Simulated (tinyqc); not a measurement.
Worked calculation: G0W0 on RHF in the sto-6g basis, for BH2+, spin multiplicity 1. One step of it, computed by the program tinyqc.

Task: G0W0 on Hartree-Fock: LUMO. W(p,q,m) = sqrt2 sum_ia (pq|ia) (X+Y)_ia,m; Sigma_c(x) = sum_(i,m) W^2/(x - e_i + w_m) + sum_(a,m) W^2/(x - e_a - w_m); solve x = e_p + Sigma_c(x) by Newton steps; Z = 1/(1 - dSigma/dx); 1 hartree = 27.211386 eV.

orbital energies (hartree): MO1 -8.021359, MO2 -0.928038, MO3 -0.771575, MO4 -0.238238, MO5 -0.153835, MO6 0.164364, MO7 0.195144

Two-electron integrals over orbitals (pq|rs), unique and non-zero (hartree):
```
(11|11) 2.903991    (21|11) -0.261189   (21|21) 0.038210    (22|11) 0.617452
(22|21) -0.008562   (22|22) 0.463556    (31|31) 0.008780    (32|31) 0.013643
(32|32) 0.133874    (33|11) 0.538640    (33|21) -0.003087   (33|22) 0.449456
(33|33) 0.463901    (41|11) 0.158763    (41|21) -0.020958   (41|22) 0.013262
(41|33) 0.006012    (41|41) 0.027745    (42|11) -0.096830   (42|21) 0.007289
(42|22) 0.014966    (42|33) 0.016799    (42|41) 0.011033    (42|42) 0.072217
(43|31) -0.002658   (43|32) 0.028205    (43|43) 0.035869    (44|11) 0.689567
(44|21) -0.011808   (44|22) 0.431869    (44|33) 0.413448    (44|41) -0.009657
(44|42) -0.077113   (44|44) 0.557109    (51|51) 0.021974    (52|51) 0.021856
(52|52) 0.074934    (53|53) 0.017880    (54|51) -0.012693   (54|52) -0.035284
(54|54) 0.043782    (55|11) 0.743136    (55|21) -0.009089   (55|22) 0.466850
(55|33) 0.425562    (55|41) 0.005180    (55|42) -0.048615   (55|44) 0.498108
(55|55) 0.587109    (61|11) -0.185758   (61|21) 0.029430    (61|22) -0.000646
(61|33) 0.000480    (61|41) -0.005211   (61|42) 0.014812    (61|44) -0.018167
(61|55) -0.005024   (61|61) 0.030100    (62|11) 0.202406    (62|21) -0.006173
(62|22) 0.058144    (62|33) 0.017592    (62|41) 0.014370    (62|42) -0.006562
(62|44) 0.050581    (62|55) 0.102682    (62|61) 0.002931    (62|62) 0.088399
(63|31) 0.001573    (63|32) -0.060802   (63|43) -0.031742   (63|63) 0.073707
(64|11) 0.100133    (64|21) -0.000069   (64|22) 0.024748    (64|33) 0.000435
(64|41) 0.001694    (64|42) -0.018719   (64|44) 0.055699    (64|55) 0.051403
(64|61) 0.001503    (64|62) 0.049473    (64|64) 0.040425    (65|51) 0.014851
(65|52) 0.046798    (65|54) -0.010148   (65|65) 0.038164    (66|11) 0.606706
(66|21) -0.006764   (66|22) 0.468619    (66|33) 0.456667    (66|41) 0.021018
(66|42) 0.050477    (66|44) 0.404965    (66|55) 0.441885    (66|61) 0.006821
(66|62) 0.045427    (66|64) 0.012548    (66|66) 0.517743    (71|31) 0.012880
(71|32) 0.018235    (71|43) -0.004199   (71|63) 0.002229    (71|71) 0.018965
(72|31) 0.008166    (72|32) -0.012051   (72|43) -0.035834   (72|63) 0.050067
(72|71) 0.011443    (72|72) 0.054967    (73|11) 0.221630    (73|21) -0.005673
(73|22) 0.042298    (73|33) 0.022332    (73|41) -0.000264   (73|42) -0.060103
(73|44) 0.097675    (73|55) 0.111662    (73|61) -0.005943   (73|62) 0.070644
(73|64) 0.049956    (73|66) -0.002763   (73|73) 0.113875    (74|31) -0.008798
(74|32) -0.074093   (74|43) -0.002127   (74|63) 0.043685    (74|71) -0.012414
(74|72) 0.005365    (74|74) 0.061142    (75|53) 0.016331    (75|75) 0.018079
(76|31) 0.008615    (76|32) 0.109204    (76|43) 0.043455    (76|63) -0.074538
(76|71) 0.011505    (76|72) -0.039870   (76|74) -0.060169   (76|76) 0.117548
(77|11) 0.618927    (77|21) -0.007587   (77|22) 0.449528    (77|33) 0.463539
(77|41) 0.004441    (77|42) -0.001387   (77|44) 0.444290    (77|55) 0.445181
(77|61) -0.004950   (77|62) 0.016883    (77|64) 0.001957    (77|66) 0.463990
(77|73) 0.033447    (77|77) 0.487500
```

excitation energies w (hartree): 0.586530  0.652520  0.787634  0.911422  1.029553  1.098784  1.271639  1.341961  7.838186  7.911397  8.245980  8.254364

X + Y:
```
            1         2          3          4          5          6          7          8
1>4  0.000000  0.000000  -0.004535   0.000000   0.000000   0.005730   0.000000  -0.004802
1>5  0.000000  0.000000   0.000000  -0.010264   0.000000   0.000000   0.000000   0.000000
1>6  0.000000  0.000000  -0.005509   0.000000   0.000000   0.004394   0.000000   0.001069
1>7  0.001201  0.000000   0.000000   0.000000   0.001481   0.000000  -0.005333   0.000000
2>4  0.000000  0.000000   0.898683   0.000000   0.000000  -0.199457   0.000000  -0.086170
2>5  0.000000  0.000000   0.000000   0.921647   0.000000   0.000000   0.000000   0.000000
2>6  0.000000  0.000000  -0.069942   0.000000   0.000000  -0.603693   0.000000   0.716067
2>7  0.108816  0.000000   0.000000   0.000000  -0.444723   0.000000   0.847150   0.000000
3>4  0.946721  0.000000   0.000000   0.000000  -0.034838   0.000000  -0.070895   0.000000
3>5  0.000000  0.972984   0.000000   0.000000   0.000000   0.000000   0.000000   0.000000
3>6  0.113995  0.000000   0.000000   0.000000   0.861473   0.000000   0.359393   0.000000
3>7  0.000000  0.000000   0.301965   0.000000   0.000000   0.708190   0.000000   0.506171

             9        10         11         12
1>4   0.996156  0.000000  -0.024605   0.000000
1>5   0.000000  0.997217   0.000000   0.000000
1>6   0.025877  0.000000   0.996017   0.000000
1>7   0.000000  0.000000   0.000000   0.997702
2>4   0.000516  0.000000   0.000594   0.000000
2>5   0.000000  0.001093   0.000000   0.000000
2>6   0.001050  0.000000   0.000167   0.000000
2>7   0.000000  0.000000   0.000000   0.000771
3>4   0.000000  0.000000   0.000000  -0.000133
3>5   0.000000  0.000000   0.000000   0.000000
3>6   0.000000  0.000000   0.000000   0.000127
3>7  -0.000024  0.000000  -0.000345   0.000000
```

Give: The 12 largest terms at x = e_p; Newton steps; quasiparticle energy of the LUMO; Hartree-Fock value.

Result:

The 12 largest terms at x = e_p (hartree; W for the signs of X + Y given):

| q | m | W | term |
|---|---|---|---|
| 4 | 8 | 0.1306 | -0.0127 |
| 4 | 6 | 0.0762 | -0.0053 |
| 4 | 3 | -0.0611 | -0.0047 |
| 6 | 8 | 0.0881 | -0.0045 |
| 2 | 6 | -0.0748 | 0.0031 |
| 2 | 3 | 0.0666 | 0.0030 |
| 3 | 7 | -0.0626 | 0.0022 |
| 5 | 4 | -0.0458 | -0.0021 |
| 7 | 5 | 0.0499 | -0.0017 |
| 2 | 8 | -0.0585 | 0.0017 |
| 3 | 1 | 0.0374 | 0.0012 |
| 7 | 7 | 0.0289 | -4.91e-04 |

Newton steps (hartree):

| step | x | Sigma_c(x) | Z |
|---|---|---|---|
| 0 | -0.2382 | -0.0202 | 0.9674 |
| 1 | -0.2577 | -0.0195 | 0.9681 |
| 2 | -0.2578 | -0.0195 | 0.9681 |

quasiparticle energy of the LUMO = -7.0138 eV

Hartree-Fock value = -6.4828 eV
